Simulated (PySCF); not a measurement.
## Working out the electron affinity of F

F⁻ [Ne] (1S) → F [He] 2s2 2p5 (2P). Computed with PySCF 2.14 in aug-cc-pVTZ with one added diffuse shell each of s, p, d, f type (6s5p4d3f, 62 functions), with no relativity, point nucleus. Frozen: 1s2. Energies in hartree (1 hartree = 27.21139 eV):

```
             part  F⁻ (lower)   F (upper)
              UHF  -99.450816  -99.406911
MP2 opposite-spin   -0.217376   -0.155775
    MP2 same-spin   -0.078432   -0.049705
```

Task: What does Hartree-Fock give?

Result: (-99.406911) − (-99.450816) = 0.043905 hartree = 1.195 eV.

Task: What do MP2 and SCS-MP2 (6/5 opposite-spin, 1/3 same-spin) give?

Result: The opposite-spin parts differ by 1.676 eV and the same-spin parts by 0.782 eV. MP2: 1.195 + (1.676) + (0.782) = 3.653 eV. SCS-MP2: 1.195 + 1.2 × (1.676) + (0.782)/3 = 3.467 eV.

A first-order spin-orbit estimate adds -0.017 eV to MP2 (valence), giving 3.636 eV against 3.401 eV (measured; photodetachment measurements, as compiled on the Wikipedia data page of electron affinities).

What remains against the reference includes basis incompleteness, the frozen core and correlation beyond second order.
